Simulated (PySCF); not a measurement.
# Working out the ionisation energy of Ne

Ne [Ne] (1S) → Ne⁺ [He] 2s2 2p5 (2P). All numbers are calculated (PySCF 2.14, scalar relativity by spin-free X2C-1e, in x2c-QZVPPall (7s4p3d2f1g, 57 functions)). Frozen: nothing. Energies in hartree (1 hartree = 27.21139 eV):

```csv
part,Ne (lower),Ne⁺ (upper)
UHF,-128.684501,-127.962723
MP2 opposite-spin,-0.237353,-0.186006
MP2 same-spin,-0.076689,-0.053293
```

Task: What does Hartree-Fock give?

Result: (-127.962723) − (-128.684501) = 0.721778 hartree = 19.641 eV.

Task: What do MP2 and SCS-MP2 (6/5 opposite-spin, 1/3 same-spin) give?

Result: The opposite-spin parts differ by 1.397 eV and the same-spin parts by 0.637 eV. MP2: 19.641 + (1.397) + (0.637) = 21.675 eV. SCS-MP2: 19.641 + 1.2 × (1.397) + (0.637)/3 = 21.530 eV.

Measured between the centres of the two terms (NIST): 21.597 eV, so MP2 (valence and next inner shell) is off by 0.078 eV.

What remains against the reference includes basis incompleteness and correlation beyond second order.
